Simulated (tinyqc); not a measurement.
Inside a calculation. Method: MP2 on RHF in the sto-3g basis, frozen core, for OH-, spin multiplicity 1. The basis has no diffuse functions, so it cannot describe the extra electron: this is an exercise in the method, not the real anion. One step of it, computed by the program tinyqc.

Problem. Second-order Moller-Plesset energy. E2 = sum_ijab (ia|jb) [2 (ia|jb) - (ib|ja)] / (e_i + e_j - e_a - e_b) over occupied i, j and virtual a, b; the opposite-spin part is (ia|jb)^2 / denominator, the rest is same-spin, and SCS-MP2 scales them by 6/5 and 1/3.

orbital energies (hartree): MO1 -19.497103, MO2 -0.584135, MO3 0.084124, MO4 0.188475, MO5 0.188475, MO6 0.979334

Two-electron integrals over orbitals (pq|rs), unique and non-zero (hartree); the lowest 1 orbital is frozen and left out:
```
(22|22) 0.744549    (32|22) -0.068025   (32|32) 0.114031    (33|22) 0.553362
(33|32) 0.026536    (33|33) 0.613907    (42|42) 0.160629    (43|42) -0.039130
(43|43) 0.027077    (44|22) 0.774399    (44|32) -0.094862   (44|33) 0.533350
(44|44) 0.880159    (52|52) 0.160629    (53|52) -0.039130   (53|53) 0.027077
(54|54) 0.047444    (55|22) 0.774399    (55|32) -0.094862   (55|33) 0.533350
(55|44) 0.785270    (55|55) 0.880159    (62|22) 0.073314    (62|32) 0.055600
(62|33) 0.001495    (62|44) 0.077557    (62|55) 0.077557    (62|62) 0.112429
(63|22) 0.162390    (63|32) -0.104687   (63|33) -0.019832   (63|44) 0.182372
(63|55) 0.182372    (63|62) 0.017327    (63|63) 0.185475    (64|42) 0.028933
(64|43) 0.015115    (64|64) 0.037980    (65|52) 0.028933    (65|53) 0.015115
(65|65) 0.037980    (66|22) 0.675502    (66|32) 0.000005    (66|33) 0.604218
(66|44) 0.670420    (66|55) 0.670420    (66|62) 0.075672    (66|63) 0.081373
(66|66) 0.705991
```

Hartree-Fock energy = -74.04739343 hartree

Give: Terms; Pair energies; MP2 correlation energy; SCS-MP2 correlation energy; MP2 total energy.

Solution.

Terms:
```
i  j  a  b  (ia|jb)  (ib|ja)  denominator       term
3  3  6  6    0.185    0.185       -1.790     -0.019
2  2  6  6    0.112    0.112       -3.127  -4.04e-03
4  4  6  6    0.038    0.038       -1.582  -9.12e-04
5  5  6  6    0.038    0.038       -1.582  -9.12e-04
3  2  6  6    0.017    0.017       -2.459  -1.22e-04
2  3  6  6    0.017    0.017       -2.459  -1.22e-04
```

Pair energies (hartree; pair i-j sums ij and ji):
```
pair  opposite spin  same spin
2-2       -4.04e-03      0.000
3-2       -2.44e-04      0.000
3-3          -0.019      0.000
4-4       -9.12e-04      0.000
5-5       -9.12e-04      0.000
```

MP2 correlation energy = -0.02532 hartree

SCS-MP2 correlation energy = -0.03039 hartree

MP2 total energy = -74.07272 hartree
